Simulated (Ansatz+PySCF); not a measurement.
The numbers below are computed, except where a source is named.
## PySCF 2.14.0 run

```python
from pyscf import gto, scf, cc

mol = gto.M(atom="""
S 0.000000 0.000000 -0.086400
H 0.000000 0.000000 1.382440
""", basis='def2-svp', charge=-1, spin=0)
mf = scf.RHF(mol)
mf.kernel()
mycc = cc.CCSD(mf, frozen=5).run()
et = mycc.ccsd_t()
print(mf.e_tot, mycc.e_corr, et, mycc.e_tot + et)
```

The script is written out from the run's settings.

Results

```yaml
Converged: yes
Reference_energy: -397.96318 hartree
CCSD_correlation_energy: -0.15071 hartree
Triples_correction: -0.00265 hartree
Total_energy: -398.11654 hartree
```

Caution: no diffuse functions for an anion.
